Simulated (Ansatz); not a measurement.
This script for a ladder of methods at one geometry of ClH₃Si₂, SMILES [SiH3][Si]Cl with Ansatz 0.2.0, Python API holds a mistake.

Script `methods_clh3si2.py`:
```python
import ansatz as az

GEOMETRY = '''
Si   -0.69770    0.01000   -0.02860
Si    1.26590   -1.03600   -0.22560
Cl    2.81280    0.30590    0.20960
H    -0.84880    0.50930    1.34620
H    -1.78710   -0.92940   -0.33350
H    -0.74500    1.14020   -0.96800
'''


def main() -> None:
    system = az.Crystal.molecule()
    for line in GEOMETRY.strip().splitlines():
        symbol, *xyz = line.split()
        system = system.atom(symbol, [float(v) for v in xyz])

    calc = (
        system.calculation()
        .basis('cc-pVDZ')
        .spin('collinear', total=2)
    )

    methods = ['mp2', 'ccsd', 'ccsd_t']
    reports = [calc.correlation(m).run(threads=1).report for m in methods]
    print(f'Hartree-Fock reference {reports[0]["reference_energy_ev"] / 27.211386246:.6f} Ha')
    best = reports[-1]['free_energy_ev'] - reports[-1]['reference_energy_ev']
    for method, each in zip(methods, reports):
        gained = each['free_energy_ev'] - each['reference_energy_ev']
        print(f'{method:8s} total {each["free_energy_ev"] / 27.211386246:.6f} Ha  correlation {gained:9.4f} eV  ({100 * gained / best:.1f} % of the last)')


if __name__ == '__main__':
    main()
```

```console
$ python methods_clh3si2.py
Traceback (most recent call last):
  File "methods_clh3si2.py", line 35, in <module>
    main()
    ~~~~^^
  File "methods_clh3si2.py", line 21, in main
    .basis('cc-pVDZ')
     ~~~~~^^^^^^^^^^^
  ...
ansatz.errors.InputError: .basis: cutoff (an energy: a number in eV, or e.g. 30 * az.Ry) is a number, got 'cc-pVDZ'
$ echo $?
1
```
(Library frames cut from the traceback.)

Why does it end like this?

The fault: the basis name must go under gaussian=. The correction:

```diff
--- before
+++ after
@@ -20,3 +20,3 @@
         system.calculation()
-        .basis('cc-pVDZ')
+        .basis(gaussian='cc-pVDZ')
         .spin('collinear', total=2)
```

After the fix:

Running `python methods_clh3si2.py` prints:
```text
Hartree-Fock reference -1039.087689 Ha
mp2      total -1039.384258 Ha  correlation   -8.0700 eV  (84.0 % of the last)
ccsd     total -1039.431889 Ha  correlation   -9.3661 eV  (97.5 % of the last)
ccsd_t   total -1039.440877 Ha  correlation   -9.6107 eV  (100.0 % of the last)
```

What to keep in mind:
- Total energies depend on the basis set; only differences at equal settings carry meaning.
- The geometry is a force-field or estimated start, not a minimum of this method, and the basis set is short of its limit. A lower total doesn't mark the better method: functionals have no common bound, and MP2 and coupled cluster aren't variational.
- The species is open-shell (spin multiplicity 3).
- Inner cores stay frozen, so this is valence correlation.
- For Al to Cl the sets with a tight d function, cc-pV(X+d)Z, are usual.
- Run time: 10 s on 1 thread of Arm Neoverse V1, on a shared host, peak memory 0.3 GiB.
